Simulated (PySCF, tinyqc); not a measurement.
Inside a calculation. Method: FCI on RHF in the sto-3g basis, frozen core, for LiH, spin multiplicity 1. The lowest restricted solution is unstable here: a spin-polarised one lies 0.0072 hartree lower (PySCF). Computed by tinyqc, a small Python program that keeps every step (integrals from PySCF). Settings: charge = 0, multiplicity = 1, basis = sto-3g, method = RHF, frozen orbitals = 1, energy threshold = 1e-10, iteration cap = 51, orthogonalisation = symmetric, start = core, DIIS depth = 6, ci = FCI, davidson = 1. Command: `OMP_NUM_THREADS=1 python tinyqc.py 30032 30033 out.jsonl` (the two numbers bound the seeds that draw the settings). One thread of a shared host (Intel(R) Xeon(R) Processor @ 2.60GHz), about 0.1 s of CPU time with the checks. Later iterations appear only in the table of the cycle.

## One-electron integrals

Geometry (angstrom):
```
atom       x       y       z
Li    0.0000  0.0000  0.0000
H     0.0000  0.0000  2.2390
```

Basis sto-3g: exponents (1/bohr^2) and contraction coefficients of normalised primitives:
```
element  l (shell)  exponent  coefficient
Li           s (1)   16.1196       0.1543
Li           s (1)    2.9362       0.5353
Li           s (1)    0.7947       0.4446
Li           s (2)    0.6363      -0.1000
Li           s (2)    0.1479       0.3995
Li           s (2)    0.0481       0.7001
Li           p (3)    0.6363       0.1559
Li           p (3)    0.1479       0.6077
Li           p (3)    0.0481       0.3920
H            s (1)    3.4253       0.1543
H            s (1)    0.6239       0.5353
H            s (1)    0.1689       0.4446
```

Overlap, kinetic and nuclear-attraction integrals over the contracted functions; the nuclear repulsion is the sum of Za Zb / Rab.

nuclear repulsion = 0.709036 hartree

overlap S, order 1Li 1s, 1Li 2s, 1Li 2px, 1Li 2py, 1Li 2pz, 2H 1s:
$$\begin{pmatrix}
1.0000 & 0.2411 & 0.0000 & 0.0000 & 0.0000 & 0.0158 \\
0.2411 & 1.0000 & 0.0000 & 0.0000 & 0.0000 & 0.2470 \\
0.0000 & 0.0000 & 1.0000 & 0.0000 & 0.0000 & 0.0000 \\
0.0000 & 0.0000 & 0.0000 & 1.0000 & 0.0000 & 0.0000 \\
0.0000 & 0.0000 & 0.0000 & 0.0000 & 1.0000 & 0.3607 \\
0.0158 & 0.2470 & 0.0000 & 0.0000 & 0.3607 & 1.0000
\end{pmatrix}$$

kinetic energy T (hartree), order 1Li 1s, 1Li 2s, 1Li 2px, 1Li 2py, 1Li 2pz, 2H 1s:
$$\begin{pmatrix}
3.5768 & -0.0202 & 0.0000 & 0.0000 & 0.0000 & -0.0066 \\
-0.0202 & 0.1022 & 0.0000 & 0.0000 & 0.0000 & 0.0105 \\
0.0000 & 0.0000 & 0.3197 & 0.0000 & 0.0000 & 0.0000 \\
0.0000 & 0.0000 & 0.0000 & 0.3197 & 0.0000 & 0.0000 \\
0.0000 & 0.0000 & 0.0000 & 0.0000 & 0.3197 & 0.0471 \\
-0.0066 & 0.0105 & 0.0000 & 0.0000 & 0.0471 & 0.7600
\end{pmatrix}$$

nuclear attraction V (hartree), order 1Li 1s, 1Li 2s, 1Li 2px, 1Li 2py, 1Li 2pz, 2H 1s:
$$\begin{pmatrix}
-8.2192 & -1.0213 & 0.0000 & 0.0000 & -0.0082 & -0.0636 \\
-1.0213 & -1.4350 & 0.0000 & 0.0000 & -0.0858 & -0.3825 \\
0.0000 & 0.0000 & -1.4039 & 0.0000 & 0.0000 & 0.0000 \\
0.0000 & 0.0000 & 0.0000 & -1.4039 & 0.0000 & 0.0000 \\
-0.0082 & -0.0858 & 0.0000 & 0.0000 & -1.4683 & -0.5645 \\
-0.0636 & -0.3825 & 0.0000 & 0.0000 & -0.5645 & -1.9356
\end{pmatrix}$$

core Hamiltonian H = T + V (hartree), order 1Li 1s, 1Li 2s, 1Li 2px, 1Li 2py, 1Li 2pz, 2H 1s:
$$\begin{pmatrix}
-4.6424 & -1.0416 & 0.0000 & 0.0000 & -0.0082 & -0.0702 \\
-1.0416 & -1.3329 & 0.0000 & 0.0000 & -0.0858 & -0.3721 \\
0.0000 & 0.0000 & -1.0842 & 0.0000 & 0.0000 & 0.0000 \\
0.0000 & 0.0000 & 0.0000 & -1.0842 & 0.0000 & 0.0000 \\
-0.0082 & -0.0858 & 0.0000 & 0.0000 & -1.1486 & -0.5174 \\
-0.0702 & -0.3721 & 0.0000 & 0.0000 & -0.5174 & -1.1755
\end{pmatrix}$$

## Two-electron integrals

Functions are numbered as in S; the eight-fold symmetry (ij|kl) = (ji|kl) = (kl|ij) leaves the list below.

Two-electron integrals (ij|kl) in chemists' order, unique and non-zero (hartree):
```
(11|11) 1.6804     (21|11) 0.2654     (21|21) 0.0499     (22|11) 0.3977
(22|21) 0.0929     (22|22) 0.2906     (31|31) 0.0090     (32|31) 0.0138
(32|32) 0.0642     (33|11) 0.3966     (33|21) 0.0929     (33|22) 0.2905
(33|33) 0.3129     (41|41) 0.0090     (42|41) 0.0138     (42|42) 0.0642
(43|43) 0.0169     (44|11) 0.3966     (44|21) 0.0929     (44|22) 0.2905
(44|33) 0.2792     (44|44) 0.3129     (51|51) 0.0090     (52|51) 0.0138
(52|52) 0.0642     (53|53) 0.0169     (54|54) 0.0169     (55|11) 0.3966
(55|21) 0.0929     (55|22) 0.2905     (55|33) 0.2792     (55|44) 0.2792
(55|55) 0.3129     (61|11) 0.0164     (61|21) 0.0031     (61|22) 0.0060
(61|33) 0.0059     (61|44) 0.0059     (61|51) 4.21e-04   (61|52) 0.0008
(61|55) 0.0062     (61|61) 2.20e-04   (62|11) 0.0730     (62|21) 0.0174
(62|22) 0.0625     (62|33) 0.0588     (62|44) 0.0588     (62|51) 0.0027
(62|52) 0.0198     (62|55) 0.0698     (62|61) 0.0013     (62|62) 0.0276
(63|31) 0.0010     (63|32) 0.0054     (63|53) 0.0026     (63|63) 0.0014
(64|41) 0.0010     (64|42) 0.0054     (64|54) 0.0026     (64|64) 0.0014
(65|11) 0.1014     (65|21) 0.0243     (65|22) 0.0894     (65|33) 0.0833
(65|44) 0.0833     (65|51) 0.0041     (65|52) 0.0306     (65|55) 0.1016
(65|61) 0.0019     (65|62) 0.0422     (65|65) 0.0648     (66|11) 0.2363
(66|21) 0.0570     (66|22) 0.2249     (66|33) 0.2063     (66|44) 0.2063
(66|51) 0.0082     (66|52) 0.0803     (66|55) 0.2618     (66|61) 0.0044
(66|62) 0.1318     (66|65) 0.2065     (66|66) 0.7746
```

## Orthogonalisation

S = U s U^T; symmetric (Loewdin) form X = U s^(-1/2) U^T, so that X^T S X = 1.

eigenvalues of S: [0.5426, 0.8067, 1.0000, 1.0000, 1.1828, 1.4679]

X, order 1Li 1s, 1Li 2s, 1Li 2px, 1Li 2py, 1Li 2pz, 2H 1s:
$$\begin{pmatrix}
1.0234 & -0.1292 & 0.0000 & 0.0000 & -0.0057 & 0.0179 \\
-0.1292 & 1.0512 & 0.0000 & 0.0000 & 0.0402 & -0.1449 \\
0.0000 & 0.0000 & 1.0000 & 0.0000 & 0.0000 & 0.0000 \\
0.0000 & 0.0000 & 0.0000 & 1.0000 & 0.0000 & 0.0000 \\
-0.0057 & 0.0402 & 0.0000 & 0.0000 & 1.0570 & -0.2060 \\
0.0179 & -0.1449 & 0.0000 & 0.0000 & -0.2060 & 1.0843
\end{pmatrix}$$

## Starting guess

The start is the orbitals of the core Hamiltonian; D = 2 C_occ C_occ^T.

D at the start, order 1Li 1s, 1Li 2s, 1Li 2px, 1Li 2py, 1Li 2pz, 2H 1s:
$$\begin{pmatrix}
2.0542 & -0.1856 & 0.0000 & 0.0000 & -0.1248 & -0.1027 \\
-0.1856 & 0.5846 & 0.0000 & 0.0000 & 0.5392 & 0.4811 \\
0.0000 & 0.0000 & 0.0000 & 0.0000 & 0.0000 & 0.0000 \\
0.0000 & 0.0000 & 0.0000 & 0.0000 & 0.0000 & 0.0000 \\
-0.1248 & 0.5392 & 0.0000 & 0.0000 & 0.4983 & 0.4448 \\
-0.1027 & 0.4811 & 0.0000 & 0.0000 & 0.4448 & 0.3971
\end{pmatrix}$$

## Iteration 1: building the Fock matrix

J_ij = sum D_kl (ij|kl), K_ij = sum D_kl (ik|jl); F = H + J - 0.5 K; E = tr D H + tr D J / 2 - 0.25 tr D K + E_nn.

Coulomb J (hartree), order 1Li 1s, 1Li 2s, 1Li 2px, 1Li 2py, 1Li 2pz, 2H 1s:
$$\begin{pmatrix}
4.0344 & 0.6876 & 0.0000 & 0.0000 & 0.0220 & 0.0446 \\
0.6876 & 1.3249 & 0.0000 & 0.0000 & 0.1437 & 0.3515 \\
0.0000 & 0.0000 & 1.3007 & 0.0000 & 0.0000 & 0.0000 \\
0.0000 & 0.0000 & 0.0000 & 1.3007 & 0.0000 & 0.0000 \\
0.0220 & 0.1437 & 0.0000 & 0.0000 & 1.3663 & 0.5141 \\
0.0446 & 0.3515 & 0.0000 & 0.0000 & 0.5141 & 1.4279
\end{pmatrix}$$

exchange K (hartree), order 1Li 1s, 1Li 2s, 1Li 2px, 1Li 2py, 1Li 2pz, 2H 1s:
$$\begin{pmatrix}
3.3871 & 0.5288 & 0.0000 & 0.0000 & 0.0138 & 0.0436 \\
0.5288 & 0.3551 & 0.0000 & 0.0000 & 0.2891 & 0.3319 \\
0.0000 & 0.0000 & 0.0671 & 0.0000 & 0.0000 & 0.0000 \\
0.0000 & 0.0000 & 0.0000 & 0.0671 & 0.0000 & 0.0000 \\
0.0138 & 0.2891 & 0.0000 & 0.0000 & 0.3515 & 0.4004 \\
0.0436 & 0.3319 & 0.0000 & 0.0000 & 0.4004 & 0.7105
\end{pmatrix}$$

Fock matrix F (hartree), order 1Li 1s, 1Li 2s, 1Li 2px, 1Li 2py, 1Li 2pz, 2H 1s:
$$\begin{pmatrix}
-2.3016 & -0.6184 & 0.0000 & 0.0000 & 0.0068 & -0.0474 \\
-0.6184 & -0.1855 & 0.0000 & 0.0000 & -0.0866 & -0.1865 \\
0.0000 & 0.0000 & 0.1829 & 0.0000 & 0.0000 & 0.0000 \\
0.0000 & 0.0000 & 0.0000 & 0.1829 & 0.0000 & 0.0000 \\
0.0068 & -0.0866 & 0.0000 & 0.0000 & 0.0419 & -0.2036 \\
-0.0474 & -0.1865 & 0.0000 & 0.0000 & -0.2036 & -0.1029
\end{pmatrix}$$

total energy of this density = -7.758481 hartree

## Iteration 1: diagonalisation and new density

Diagonalise F' = X^T F X, C = X C', fill 2 alpha and 2 beta electrons from the bottom; D = 2 C_occ C_occ^T. Each column has its largest component positive (the first on a tie).

F' = X^T F X (hartree):
$$\begin{pmatrix}
-2.2512 & -0.3447 & 0.0000 & 0.0000 & 0.0087 & 0.0178 \\
-0.3447 & -0.0275 & 0.0000 & 0.0000 & -0.0282 & -0.1790 \\
0.0000 & 0.0000 & 0.1829 & 0.0000 & 0.0000 & 0.0000 \\
0.0000 & 0.0000 & 0.0000 & 0.1829 & 0.0000 & 0.0000 \\
0.0087 & -0.0282 & 0.0000 & 0.0000 & 0.1266 & -0.2268 \\
0.0178 & -0.1790 & 0.0000 & 0.0000 & -0.2268 & 0.0219
\end{pmatrix}$$

orbital energies (hartree): MO1 -2.3034, MO2 -0.2539, MO3 0.0897, MO4 0.1829, MO5 0.1829, MO6 0.3374

coefficients C, order 1Li 1s, 1Li 2s, 1Li 2px, 1Li 2py, 1Li 2pz, 2H 1s:
$$\begin{pmatrix}
0.9925 & -0.1362 & -0.2243 & 0.0000 & 0.0000 & 0.1024 \\
0.0293 & 0.4576 & 0.8484 & 0.0000 & 0.0000 & -0.4628 \\
0.0000 & 0.0000 & 0.0000 & 1.0000 & -0.0082 & 0.0000 \\
0.0000 & 0.0000 & 0.0000 & 0.0082 & 1.0000 & 0.0000 \\
-0.0019 & 0.3676 & -0.5323 & 0.0000 & 0.0000 & -0.8618 \\
0.0004 & 0.6087 & -0.2101 & 0.0000 & 0.0000 & 0.9081
\end{pmatrix}$$

D after iteration 1, order 1Li 1s, 1Li 2s, 1Li 2px, 1Li 2py, 1Li 2pz, 2H 1s:
$$\begin{pmatrix}
2.0073 & -0.0664 & 0.0000 & 0.0000 & -0.1039 & -0.1650 \\
-0.0664 & 0.4206 & 0.0000 & 0.0000 & 0.3363 & 0.5572 \\
0.0000 & 0.0000 & 0.0000 & 0.0000 & 0.0000 & 0.0000 \\
0.0000 & 0.0000 & 0.0000 & 0.0000 & 0.0000 & 0.0000 \\
-0.1039 & 0.3363 & 0.0000 & 0.0000 & 0.2702 & 0.4475 \\
-0.1650 & 0.5572 & 0.0000 & 0.0000 & 0.4475 & 0.7411
\end{pmatrix}$$

Within a degenerate level the vectors are fixed only up to a rotation; this is one choice.

## Iteration 8 (converged): orbitals

converged F (hartree), order 1Li 1s, 1Li 2s, 1Li 2px, 1Li 2py, 1Li 2pz, 2H 1s:
$$\begin{pmatrix}
-2.3666 & -0.6432 & 0.0000 & 0.0000 & 0.0138 & -0.0437 \\
-0.6432 & -0.2076 & 0.0000 & 0.0000 & -0.0586 & -0.1888 \\
0.0000 & 0.0000 & 0.1596 & 0.0000 & 0.0000 & 0.0000 \\
0.0000 & 0.0000 & 0.0000 & 0.1596 & 0.0000 & 0.0000 \\
0.0138 & -0.0586 & 0.0000 & 0.0000 & 0.0631 & -0.1865 \\
-0.0437 & -0.1888 & 0.0000 & 0.0000 & -0.1865 & -0.0738
\end{pmatrix}$$

As before.

F' = X^T F X (hartree):
$$\begin{pmatrix}
-2.3130 & -0.3609 & 0.0000 & 0.0000 & 0.0111 & 0.0241 \\
-0.3609 & -0.0427 & 0.0000 & 0.0000 & 0.0010 & -0.1891 \\
0.0000 & 0.0000 & 0.1596 & 0.0000 & 0.0000 & 0.0000 \\
0.0000 & 0.0000 & 0.0000 & 0.1596 & 0.0000 & 0.0000 \\
0.0111 & 0.0010 & 0.0000 & 0.0000 & 0.1463 & -0.2221 \\
0.0241 & -0.1891 & 0.0000 & 0.0000 & -0.2221 & 0.0515
\end{pmatrix}$$

orbital energies (hartree): MO1 -2.3691, MO2 -0.2298, MO3 0.0696, MO4 0.1596, MO5 0.1596, MO6 0.3714

coefficients C, order 1Li 1s, 1Li 2s, 1Li 2px, 1Li 2py, 1Li 2pz, 2H 1s:
$$\begin{pmatrix}
0.9915 & -0.1486 & -0.2159 & 0.0000 & 0.0000 & 0.1123 \\
0.0332 & 0.5068 & 0.7996 & 0.0000 & 0.0000 & -0.4971 \\
0.0000 & 0.0000 & 0.0000 & -0.1131 & 0.9936 & 0.0000 \\
0.0000 & 0.0000 & 0.0000 & 0.9936 & 0.1131 & 0.0000 \\
-0.0044 & 0.3220 & -0.5852 & 0.0000 & 0.0000 & -0.8456 \\
-0.0018 & 0.6042 & -0.2177 & 0.0000 & 0.0000 & 0.9094
\end{pmatrix}$$

D after iteration 8, order 1Li 1s, 1Li 2s, 1Li 2px, 1Li 2py, 1Li 2pz, 2H 1s:
$$\begin{pmatrix}
2.0104 & -0.0848 & 0.0000 & 0.0000 & -0.1044 & -0.1831 \\
-0.0848 & 0.5159 & 0.0000 & 0.0000 & 0.3261 & 0.6122 \\
0.0000 & 0.0000 & 0.0000 & 0.0000 & 0.0000 & 0.0000 \\
0.0000 & 0.0000 & 0.0000 & 0.0000 & 0.0000 & 0.0000 \\
-0.1044 & 0.3261 & 0.0000 & 0.0000 & 0.2074 & 0.3891 \\
-0.1831 & 0.6122 & 0.0000 & 0.0000 & 0.3891 & 0.7300
\end{pmatrix}$$

Within a degenerate level the vectors are fixed only up to a rotation; this is one choice.

## Convergence

Stop when the energy changes by less than 1e-10 hartree and every element of the error matrix X^T (F D S - S D F) X is below 3e-06.

Course of the cycle:
```
iteration  E (hartree)     change  largest element of the error matrix
1            -7.758481          -                             1.70e-01
2            -7.801961  -4.35e-02                             1.79e-02
3            -7.802943  -9.82e-04                             6.82e-03
4            -7.803204  -2.62e-04                             3.13e-03
5            -7.803279  -7.43e-05                             1.14e-04
6            -7.803279  -2.32e-08                             3.17e-05
7            -7.803279  -2.40e-09                             2.22e-06
8            -7.803279  -1.54e-11                             1.09e-08
```

PySCF RHF in the same basis = -7.803279 hartree

Converged in 8 iterations.

## Populations, bond orders and dipole

Mulliken: Z minus the diagonal of D S on the atom; Loewdin: the same with S^(1/2) D S^(1/2); Mayer order: 2 sum_s sum (D(s) S)_ij (D(s) S)_ji over the two atoms.

Charges (e):
```
atom  Mulliken  Loewdin
1Li     0.0187   0.0161
2H     -0.0187  -0.0161
```

Mayer bond orders:
```
pair   order
2-1   0.9997
```

dipole moment about the origin, x y z (debye): [0.0000, 0.0000, -5.1058]

## Integrals over molecular orbitals

(pq|rs) = sum C_ip C_jq C_kr C_ls (ij|kl), one index at a time.

one-electron integrals over orbitals h = C^T H C (hartree):
$$\begin{pmatrix}
-4.6336 & 0.0955 & 0.1609 & 0.0000 & 0.0000 & -0.0522 \\
0.0955 & -1.2798 & 0.0104 & 0.0000 & 0.0000 & 0.0509 \\
0.1609 & 0.0104 & -1.0887 & 0.0000 & 0.0000 & 0.0183 \\
0.0000 & 0.0000 & 0.0000 & -1.0842 & 0.0000 & 0.0000 \\
0.0000 & 0.0000 & 0.0000 & 0.0000 & -1.0842 & 0.0000 \\
-0.0522 & 0.0509 & 0.0183 & 0.0000 & 0.0000 & -1.0178
\end{pmatrix}$$

Two-electron integrals over orbitals (pq|rs), unique and non-zero (hartree); the lowest 1 orbital is frozen and left out:
```
(22|22) 0.4449    (32|22) -0.0621   (32|32) 0.0239    (33|22) 0.2124
(33|32) 0.0157    (33|33) 0.3260    (42|42) 0.0210    (43|42) 0.0206
(43|43) 0.0414    (44|22) 0.2410    (44|32) 0.0155    (44|33) 0.2789
(44|44) 0.3129    (52|52) 0.0210    (53|52) 0.0206    (53|53) 0.0414
(54|54) 0.0169    (55|22) 0.2410    (55|32) 0.0155    (55|33) 0.2789
(55|44) 0.2792    (55|55) 0.3129    (62|22) 0.1061    (62|32) -0.0471
(62|33) -0.0181   (62|44) -0.0394   (62|55) -0.0394   (62|62) 0.1315
(63|22) -0.0600   (63|32) 0.0198    (63|33) 0.0369    (63|44) 0.0094
(63|55) 0.0094    (63|62) -0.0411   (63|63) 0.0331    (64|42) -0.0181
(64|43) -0.0115   (64|64) 0.0190    (65|52) -0.0181   (65|53) -0.0115
(65|65) 0.0190    (66|22) 0.4158    (66|32) -0.0501   (66|33) 0.2389
(66|44) 0.2566    (66|55) 0.2566    (66|62) 0.0919    (66|63) -0.0469
(66|66) 0.4102
```

## FCI: determinants and Hamiltonian

one-electron integrals dressed by the frozen orbital, h + 2 (pq|11) - (p1|1q) (hartree), order 2, 3, 4, 5, 6:
$$\begin{pmatrix}
-0.6747 & 0.0621 & 0.0000 & 0.0000 & -0.1061 \\
0.0621 & -0.3314 & 0.0000 & 0.0000 & 0.0729 \\
0.0000 & 0.0000 & -0.3014 & 0.0000 & 0.0000 \\
0.0000 & 0.0000 & 0.0000 & -0.3014 & 0.0000 \\
-0.1061 & 0.0729 & 0.0000 & 0.0000 & -0.3287
\end{pmatrix}$$

energy of the frozen orbital, 2 h_11 + (11|11) = -7.607805 hartree

Hartree-Fock energy = -7.803279 hartree

Slater-Condon rules over spin orbitals, with the nuclear repulsion and the energy of the frozen orbital added and E(HF) subtracted on the diagonal. Only determinants linked to the reference directly or through others are kept (one block of an abelian symmetry group), so some states are absent.

Occupation strings over the orbitals (2 doubly, a alpha, b beta, 0 empty; spin orbitals ordered 1a 1b 2a 2b ...): 220000 2ab000 2a000b 2ba000 2b000a 202000 20a00b 200200 200020 20b00a 200002

H - E(HF) between determinants (hartree):
```
         220000   2ab000   2a000b   2ba000   2b000a   202000   20a00b   200200
220000   0.0000   0.0000   0.0000   0.0000   0.0000   0.0239  -0.0471   0.0210
2ab000   0.0000   0.1108   0.0129  -0.0239   0.0471   0.0777   0.0198   0.0206
2a000b   0.0000   0.0129   0.3169   0.0471  -0.1315   0.0198   0.0120  -0.0181
2ba000   0.0000  -0.0239   0.0471   0.1108   0.0129  -0.0777   0.1242  -0.0206
2b000a   0.0000   0.0471  -0.1315   0.0129   0.3169  -0.0198   0.0411   0.0181
202000   0.0239   0.0777   0.0198  -0.0777  -0.0198   0.5677   0.1098   0.0414
20a00b  -0.0471   0.0198   0.0120   0.1242   0.0411   0.1098   0.4832  -0.0115
200200   0.0210   0.0206  -0.0181  -0.0206   0.0181   0.0414  -0.0115   0.6148
200020   0.0210   0.0206  -0.0181  -0.0206   0.0181   0.0414  -0.0115   0.0169
20b00a   0.0471   0.1242   0.0411   0.0198   0.0120  -0.1098  -0.0331   0.0115
200002   0.1315  -0.0411  -0.0142   0.0411   0.0142   0.0331   0.0260   0.0190

         200020   20b00a   200002
220000   0.0210   0.0471   0.1315
2ab000   0.0206   0.1242  -0.0411
2a000b  -0.0181   0.0411  -0.0142
2ba000  -0.0206   0.0198   0.0411
2b000a   0.0181   0.0120   0.0142
202000   0.0414  -0.1098   0.0331
20a00b  -0.0115  -0.0331   0.0260
200200   0.0169   0.0115   0.0190
200020   0.6148   0.0115   0.0190
20b00a   0.0115   0.4832  -0.0260
200002   0.0190  -0.0260   0.6573
```

## FCI: roots

Diagonalise (each vector has its largest component positive (the first on a tie)); all determinants have Ms = 0, so triplets appear too. The lowest singlet root is the correlation energy.

lowest roots of this matrix, relative to E(HF) (hartree): [-0.0391, 0.0265, 0.0552, 0.1808, 0.4095, 0.4756, 0.5153, 0.5979]

lowest vectors, order 220000, 2ab000, 2a000b, 2ba000, 2b000a, 202000, 20a00b, 200200, 200020, 20b00a, 200002:
$$\begin{pmatrix}
0.9582 & 0.0000 & -0.1582 & 0.0000 \\
0.0789 & 0.6540 & 0.6300 & 0.1236 \\
0.0099 & -0.1802 & 0.0865 & 0.6676 \\
-0.0789 & 0.6540 & -0.6300 & 0.1236 \\
-0.0099 & -0.1802 & -0.0865 & 0.6676 \\
-0.0905 & 0.0000 & -0.2786 & 0.0000 \\
0.1219 & -0.1996 & 0.1909 & -0.1977 \\
-0.0196 & 0.0000 & -0.0104 & 0.0000 \\
-0.0196 & 0.0000 & -0.0104 & 0.0000 \\
-0.1219 & -0.1996 & -0.1909 & -0.1977 \\
-0.1749 & 0.0000 & 0.1242 & 0.0000
\end{pmatrix}$$

<S^2> of these roots: [0.0000, 2.0000, 0.0000, 2.0000, 0.0000, 0.0000, 2.0000, 0.0000]

weight of the ground state by excitation level 0, 1, 2, ...: [0.9181, 0.0127, 0.0693]

## The lowest root by the Davidson method

Start from the reference; add the residual divided by (theta - H_ii), orthogonalised, at each step.

Davidson iterations:
```
iteration  subspace  lowest Ritz value (hartree)  residual norm
1                 1                            0       1.52e-01
2                 2                    -0.037146       1.90e-02
3                 3                    -0.038488       1.62e-02
4                 4                    -0.039061       4.54e-03
5                 5                    -0.039109       2.27e-04
6                 6                    -0.039109       6.81e-06
7                 7                    -0.039109       6.29e-17
```
